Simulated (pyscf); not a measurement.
PySCF, gas phase, ωB97X-D3(BJ)/def2-SVP geometries.

**Question.** Estimate by transition-state theory the rate constant of `[O][Si]([F])([F])[F]` [doublet] + `[OH2]` -> `[O][Si]([OH])([F])[F]` [doublet] + `[FH]` (doublet surface; F–Si, H–O broken, O–Si, F–H formed) at 1200 K, with ωB97M-D3(BJ)/def2-TZVP energies (ideal gas, 1 atm, RRHO with modes under 100 cm⁻¹ raised to 100, one conformer, R ln 2 for chiral ones without a mode under 150 cm⁻¹; no tunnelling).

**Answer.** The electronic barrier is 20.9 kcal/mol and the thermal terms add +46.0, so ΔG‡ = 66.9 kcal/mol. With k_BT/h = 2.50e+13 s⁻¹ and RT = 2.385 kcal/mol, and a volume of 1.64e-19 cm³ per molecule at 1 atm, k = 2.7e-18 cm³ molecule⁻¹ s⁻¹. Wigner's tunnelling factor for 837i cm⁻¹ would be 1.04. A shift of 1 kcal/mol in the barrier changes k by a factor 1.5. On the reactant side the descent ends in a bound adduct, 11.1 kcal/mol under the separated species and 31.9 kcal/mol under the saddle at ωB97X-D3(BJ)/def2-TZVP. One saddle was located; it need not be the lowest between these sides.
